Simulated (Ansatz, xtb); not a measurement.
**Relative energy of two isomers of BH5NSi+**

Structure a is `B=[NH+][SiH3]`, a singlet and structure b is `NB[SiH2+]`, a singlet. Both are isolated ions in the gas phase, relaxed with PBE0-D3(BJ)/def2-SVP; the shapes shown needn't be the lowest conformers.

a (Å):

```json
{"atom": "B", "x (Å)": "-0.5955", "y (Å)": "-0.4357", "z (Å)": "-1.7840"}
{"atom": "N", "x (Å)": "0.0337", "y (Å)": "-0.9997", "z (Å)": "-0.7883"}
{"atom": "Si", "x (Å)": "1.5748", "y (Å)": "-0.2746", "z (Å)": "0.0058"}
{"atom": "H", "x (Å)": "-1.1240", "y (Å)": "0.1227", "z (Å)": "-2.6868"}
{"atom": "H", "x (Å)": "-0.2981", "y (Å)": "-1.8854", "z (Å)": "-0.3888"}
{"atom": "H", "x (Å)": "2.6022", "y (Å)": "-1.3177", "z (Å)": "-0.2054"}
{"atom": "H", "x (Å)": "1.7785", "y (Å)": "0.9636", "z (Å)": "-0.7816"}
{"atom": "H", "x (Å)": "1.1741", "y (Å)": "-0.0537", "z (Å)": "1.4126"}
```

b (Å):

```yaml
atoms:
  - { symbol: B, position_ang: [0.7318, -0.9976, -0.5684] }
  - { symbol: N, position_ang: [-0.1946, -1.5951, -1.3697] }
  - { symbol: Si, position_ang: [1.1966, 0.8898, -0.1847] }
  - { symbol: H, position_ang: [-0.2701, -2.6084, -1.4242] }
  - { symbol: H, position_ang: [-0.8660, -1.1159, -1.9608] }
  - { symbol: H, position_ang: [1.5194, -1.6199, 0.1258] }
  - { symbol: H, position_ang: [2.3368, 1.5842, -0.8394] }
  - { symbol: H, position_ang: [0.7129, 1.6047, 1.0259] }
```

Energies in hartree; the thermal terms are from PBE0-D3(BJ)/def2-SVP harmonic frequencies (ideal gas, rigid rotor, one conformer each, 298.15 K, 1 atm) and include the zero-point energy:

|  | a | b |
| --- | --- | --- |
| E, CCSD(T)/def2-TZVP | −371.234971 | −371.211454 |
| zero-point energy | 0.052416 | 0.055614 |
| H(298 K) − E | 0.058499 | 0.061808 |
| G(298 K) − E | 0.025477 | 0.028565 |

Task: Work out ΔE, ΔE₀, ΔH and ΔG for a → b in kcal/mol (1 Eh = 627.51 kcal/mol) and the equilibrium ratio [b]/[a].

Result: 1. ΔE = −371.211454 − (−371.234971) = +0.023517 Eh = +14.76 kcal/mol.
2. ΔE₀ = ΔE + ΔZPE = +0.023517 + (+0.003198) Eh = +16.76 kcal/mol.
3. ΔH = ΔE + (+0.003309) Eh = +16.83 kcal/mol.
4. ΔG = ΔE + (+0.003088) Eh = +16.69 kcal/mol, so ΔS = (ΔH − ΔG)/T = +1.9 J/(mol K).
5. kT = 0.9442 mEh, so K = [b]/[a] = exp(−ΔG/kT) = exp(−28.18) ≈ 5.8 × 10^−13.

Structure a is favoured at this temperature. An error of 1 kcal/mol in ΔG would change K by a factor of 5.4. GFN2-xTB gave ΔE the other sign. Mirror images and further conformers aren't counted.

As drawn, b has 1 B–N, 1 B–Si, 1 N–H in place of 1 B=N, 1 N–Si, 1 Si–H.

Other levels gave ΔE = −2.8 (GFN2-xTB); +7.0 (HF/STO-3G, GFN2-xTB geometries); +9.7 (r2SCAN-D4/def2-SVP, GFN2-xTB geometries); +7.3 (PBE0-D3(BJ)/def2-SVP); +20.7 (HF/def2-TZVP); +16.6 (MP2/def2-TZVP) kcal/mol. The correlated steps freeze 7 core orbitals. Programs: Ansatz 0.2.0, xtb 6.7.1.
